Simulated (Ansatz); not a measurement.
# BH₄ (doublet): the correlation ladder at distance B1–H4 along a hydrogen transfer = 1.235 Å, 6-31G

How much of the correlation energy of BH₄ (doublet) does each wave-function method recover here?

Method: 6-31G, core rule «outside noble gas», up to 1 orbitals frozen; program: Ansatz 0.2.0, Gaussian basis.

The runs, in order: UHF; CCSD(T) on ROHF; CCSD(T) on UHF; BCCD(T) on ROHF; CISD; CCSDT(Q) on ROHF; CCSDT(Q) on UHF; CISDTQ; CCSDTQ on ROHF; CCSDTQ on UHF; CASSCF and MRCISD+Q, 3 electrons in 3 orbitals; CASSCF and NEVPT2, 3 electrons in 3 orbitals; CASSCF and MRCISD+Q, 7 electrons in 8 orbitals; CASSCF and NEVPT2, 7 electrons in 8 orbitals; Full CI.

8 further runs of the same task are left out: 6 that didn't finish, 2 set aside as unsound or not needed.

## Step 1: The geometry

The geometry derives from fragments relaxed apart (PBE0/def2-TZVP) and kept rigid, so it is no stationary point. A hydrogen atom is moved between rigid fragments.

5 atoms, charge 0, spin multiplicity 2.

Atoms are counted from 1 here; the program's logs count them from 0.

Bond lengths: B1–H2 1.193 Å, B1–H3 1.193 Å, B1–H4 1.235 Å. Angles: H2–B1–H3 120.0°, H2–B1–H4 120.0°, H3–B1–H4 120.0°.

## Step 2: UHF

Contents of in.yaml:

```yaml
crystal:
  periodic: [false, false, false]
  atoms:
    - {symbol: B, position_ang: [-0.153983, 0.000000, 0.000000]}
    - {symbol: H, position_ang: [-0.750717, 1.033571, 0.000000]}
    - {symbol: H, position_ang: [-0.750717, -1.033571, 0.000000]}
    - {symbol: H, position_ang: [1.081017, 0.000000, 0.000000]}
    - {symbol: H, position_ang: [2.072017, 0.000000, 0.000000]}
basis:
  gaussian: {orbitals: 6-31G}
magnetization: {spin_polarized: true, initial_magnetization: 1}
hamiltonian: {xc: hf}
output: {orbitals: {seedname: orbitals}}
```

Started as:

```bash
> ansatz run in.yaml --threads 1 --pin off --events-out ev --progress --plain --max-ram 2393MiB
```

After this run come: CCSD(T) on ROHF; CCSD(T) on UHF; BCCD(T) on ROHF; CISD; CCSDT(Q) on ROHF; CCSDT(Q) on UHF; CISDTQ; CCSDTQ on ROHF; CCSDTQ on UHF; CASSCF and MRCISD+Q, 3 electrons in 3 orbitals; CASSCF and NEVPT2, 3 electrons in 3 orbitals; CASSCF and MRCISD+Q, 7 electrons in 8 orbitals; CASSCF and NEVPT2, 7 electrons in 8 orbitals; Full CI.

**Question.** What will the summary of the whole plan be? Wanted: FCI below the RHF energy; RMP2 from FCI; UMP2 from FCI; RCCSD from FCI; RCCSD(T) from FCI; UCCSD(T) from FCI; RCCSDT(Q) from FCI; UCCSDT(Q) from FCI; NEVPT2 pair from FCI.

The runs gave:

```
                         quantity                                                                                                                                        value
         FCI below the RHF energy                                                                                                                                   -2.2762 eV
                    RMP2 from FCI                                                                                                                                   +568.5 meV
                    UMP2 from FCI                                                                                                                                   +559.3 meV
                   RCCSD from FCI                                                                                                                                    +37.9 meV
                RCCSD(T) from FCI                                                                                                                                    +10.1 meV
                UCCSD(T) from FCI                                                                                                                                    +10.1 meV
               RCCSDT(Q) from FCI                                                                                                                                     +0.2 meV
               UCCSDT(Q) from FCI                                                                                                                                     +0.2 meV
             NEVPT2 pair from FCI                                                                                                                                   +454.6 meV
          NEVPT2 valence from FCI                                                                                                                                   +203.6 meV
        MRCISD+Q valence from FCI                                                                                                                                     +5.6 meV
levels within 1 kcal/mol (43 meV)  RCCSD, UCCSD, RCCSD(T), UCCSD(T), BCCD(T), RCCSDT, UCCSDT, CISDTQ, RCCSDT(Q), UCCSDT(Q), RCCSDTQ, UCCSDTQ, MRCISD valence, MRCISD+Q valence
                    T1 diagnostic                                                                                                                                        0.019
   effectively unpaired electrons                                                                                                                                         1.02
```

What this shows: RCCSD(T) lands +10.1 meV from the yardstick (0.4 % of the correlation energy). One determinant dominates. Of the multireference levels listed MRCISD+Q valence comes nearest in total energy (+5.6 meV), which doesn't show that its space is the better one. These misses are within one basis, not against nature; the frozen cores of restricted and unrestricted runs differ, which can shift their rows.
